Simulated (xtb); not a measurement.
**C4H6O− (SMILES [O-][CH]C1CC1): GFN2-xTB (GBSA thf, surface grid normal)**

Aim: a structure relaxation of C4H6O−. 

Program for the calculation: xtb 6.7.1.

## 1. Starting point

The species is C4H6O− (11 atoms), meant as a doublet with charge -1. SMILES: `[O-][CH]C1CC1`. The shape was relaxed beforehand at GFN2-xTB. This is one conformer, not always the lowest. The run starts from this shape.

Bond lengths: O1–C2 1.300 Å, C2–C3 1.454 Å, C3–C4 1.535 Å, C3–C5 1.538 Å, C4–C5 1.507 Å, C2–H6 1.112 Å, C3–H7 1.091 Å, C4–H8 1.086 Å, C4–H9 1.080 Å, C5–H10 1.086 Å, C5–H11 1.079 Å. Some angles: O1–C2–C3 126.0°, C2–C3–C4 122.9°, C2–C3–C5 123.1°, C4–C3–C5 58.7°, C3–C4–C5 60.7°, C3–C5–C4 60.5°, O1–C2–H6 119.8°, C3–C2–H6 114.2°, C2–C3–H7 113.5°, C4–C3–H7 114.1°.

## 2. A geometry optimisation at GFN2-xTB (GBSA thf, surface grid normal)

detailed.inp reads:

```
$gbsa
   gbsagrid=normal
$end
```

mol.coord reads:

```
$coord
     -3.054572205106      3.150456908670     -0.167051789417  o
     -0.740262414800      2.894361224261      0.613518483621  c
      0.767039833986      0.600630551451      0.478705421890  c
     -0.361429018596     -2.049691441075      0.818270309224  c
      0.613688558972     -1.269215654344     -1.740702322438  c
      0.266583664401      4.537496986884      1.453690718630  h
      2.662265061634      0.816796322847      1.262337051250  h
      0.685989480500     -3.476566945997      1.855673259860  h
     -2.385930410430     -2.162867138679      1.041994985119  h
      2.322908044174     -2.166193056659     -2.435686899291  h
     -0.776280594735     -0.875226654620     -3.180749218448  h
$end
```

On the command line:

```
$ xtb mol.coord -c -1 --uhf 1 -I detailed.inp --opt --gbsa thf > out.txt
```

**Question.** What will come out? Wanted: total energy at the end; HOMO energy; LUMO energy; dispersion energy; solvent term in the energy; mean polarisability.

Answer, from the run:

At GFN2-xTB (GBSA thf, surface grid normal):

```
                      quantity          value
       total energy at the end   -15.85556 Eh
   HOMO energy (partly filled)       -4.23 eV
                   LUMO energy        0.36 eV
             dispersion energy  -17.30 kJ/mol
    solvent term in the energy  -240.4 kJ/mol
mean polarisability (D4 model)     54.4 bohr³
```

What this shows: At the final geometry: Bond lengths: O1–C2 1.310 Å, C2–C3 1.459 Å, C3–C4 1.525 Å, C3–C5 1.528 Å, C4–C5 1.503 Å, C2–H6 1.128 Å, C3–H7 1.092 Å, C4–H8 1.083 Å, C4–H9 1.081 Å, C5–H10 1.083 Å, C5–H11 1.081 Å. Some angles: O1–C2–C3 126.7°, C2–C3–C4 123.3°, C2–C3–C5 123.4°, C4–C3–C5 59.0°, C3–C4–C5 60.6°, C3–C5–C4 60.4°, O1–C2–H6 118.6°, C3–C2–H6 114.7°, C2–C3–H7 112.4°, C4–C3–H7 114.5°. The optimisation took 4 steps and changed the energy by -0.012 eV.
